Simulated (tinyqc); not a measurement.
Born-Oppenheimer dynamics on the UHF/sto-3g surface (energies and gradients from PySCF), for NH3+, spin multiplicity 2, step by step. Computed by tinyqc, a small Python program that keeps every step (integrals from PySCF). Settings: charge = 1, multiplicity = 2, basis = sto-3g, time step (fs) = 0.5, steps = 24. Command: `OMP_NUM_THREADS=1 python tinyqc.py 24398 24399 out.jsonl` (the two numbers bound the seeds that draw the settings). One thread of a shared host (Intel(R) Xeon(R) Processor @ 2.60GHz), about 2 s of CPU time with the checks.

positions (bohr), order 1N, 2H, 3H, 4H:
$$\begin{pmatrix}
0.018897 & -0.049133 & 0.088817 \\
1.955867 & -0.107714 & 0.013228 \\
-0.825810 & 1.712092 & -0.005669 \\
-0.973209 & -1.782012 & 0.054802
\end{pmatrix}$$

The total energy should stay constant up to terms of order dt^2; the step counts as short enough if it moves by less than 2 % of the largest kinetic energy.

Trajectory:
```
time (fs)  1N-2H (angstrom)  potential (hartree)  kinetic (hartree)  total (hartree)
0.000000           1.026249         -55.20492332         0.00100837     -55.20391494
0.500000           1.027934         -55.20495746         0.00103667     -55.20392078
1.000000           1.033500         -55.20526131         0.00132580     -55.20393551
1.500000           1.042136         -55.20560901         0.00165912     -55.20394989
2.000000           1.052628         -55.20577638         0.00182035     -55.20395603
2.500000           1.063570         -55.20566247         0.00171073     -55.20395174
3.000000           1.073576         -55.20532721         0.00138697     -55.20394024
3.500000           1.081447         -55.20494482         0.00101746     -55.20392736
4.000000           1.086286         -55.20471433         0.00079575     -55.20391858
4.500000           1.087563         -55.20477259         0.00085524     -55.20391734
5.000000           1.085144         -55.20513857         0.00121421     -55.20392436
5.500000           1.079297         -55.20570211         0.00176470     -55.20393741
6.000000           1.070682         -55.20625985         0.00230814     -55.20395171
6.500000           1.060304         -55.20659193         0.00263088     -55.20396105
7.000000           1.049439         -55.20655906         0.00259877     -55.20396029
7.500000           1.039500         -55.20618010         0.00223154     -55.20394855
8.000000           1.031854         -55.20564158         0.00171034     -55.20393125
8.500000           1.027608         -55.20521203         0.00129396     -55.20391807
9.000000           1.027400         -55.20509408         0.00117716     -55.20391692
9.500000           1.031275         -55.20530588         0.00137777     -55.20392810
10.000000          1.038677         -55.20567640         0.00173224     -55.20394416
10.500000          1.048559         -55.20595699         0.00200147     -55.20395552
11.000000          1.059587         -55.20596713         0.00201051     -55.20395662
11.500000          1.070355         -55.20568243         0.00173439     -55.20394803
12.000000          1.079566         -55.20522996         0.00129534     -55.20393461
```

Is the time step short enough?

Yes. The total energy moves within 4.6e-05 hartree, under 2 % of the largest kinetic energy.
